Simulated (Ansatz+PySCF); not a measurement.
The numbers below are computed, except where a source is named.
Several solutions for singlet BH3

```xyz
4

B     0.0000    0.0000    0.0000
H     1.2065    0.0000    0.0000
H    -0.6033    1.0449    0.0000
H    -0.6033   -1.0449    0.0000
```

Basis set: def2-SVP (spherical functions). Charge 0, multiplicity 1.

CASSCF(2,2) was run from several starts with Ansatz (development build ahead of 0.2.0) and PySCF 2.14.0. The starts are those of the Hartree–Fock orbitals from which the active space was taken at the frontier.

```json
{"run": "A", "program": "Ansatz", "start": "search for the lowest state", "converged": "yes", "energy (hartree)": "-26.38375", "<S²>": "0.00"}
{"run": "B", "program": "PySCF", "start": "program defaults", "converged": "yes", "energy (hartree)": "-26.37166", "<S²>": "0.00"}
{"run": "C", "program": "Ansatz", "start": "atomic start, no search", "converged": "yes", "energy (hartree)": "-26.37759", "<S²>": "0.00"}
{"run": "D", "program": "Ansatz", "start": "stability test followed", "converged": "yes", "energy (hartree)": "-26.38375", "<S²>": "0.00"}
```

Which runs reached the lowest solution of this kind, and what is wrong with the others?

A, D reached the lowest solution found. Converged but too high: B by 0.33 eV, C by 0.17 eV. Convergence only shows a stationary point; in CASSCF the end hangs on which orbitals enter the active space. Caution: other starts end on other solutions of this active space.
